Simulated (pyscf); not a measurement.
Elementary routes open to HO–SiH₂–PH₂ + H₂ in the gas phase (singlet surface):
A. H₃Si–PH₂ + H₂O (O–Si, H–H broken; H–Si, H–O formed)
B. PH₃ + HO–SiH₃ (P–Si, H–H broken; H–P, H–Si formed)

Structures and frequencies: ωB97X-D3(BJ)/def2-SVP in PySCF.

Rank the routes by free-energy barrier at 600 K, lowest first, for ωB97M-D3(BJ)/def2-TZVP energies (ideal gas, 1 atm, RRHO with modes under 100 cm⁻¹ raised to 100, one conformer, R ln 2 for chiral ones without a mode under 150 cm⁻¹).

A (69.9 kcal/mol), B (76.3 kcal/mol)

Route A is the fastest of these, ahead of the next by 6.4 kcal/mol. The most stable products are those of B (ΔG = -2.3 kcal/mol), whose barrier is 6.4 kcal/mol higher: the kinetic and the thermodynamic product differ. At 1200 K A is still the fastest. B: On the product side the descent ends in a complex, 4.2 kcal/mol under the separated species and 59.7 kcal/mol under the saddle at ωB97X-D3(BJ)/def2-TZVP. Only these routes are compared; each barrier is that of the saddle found, and lower ones may exist.
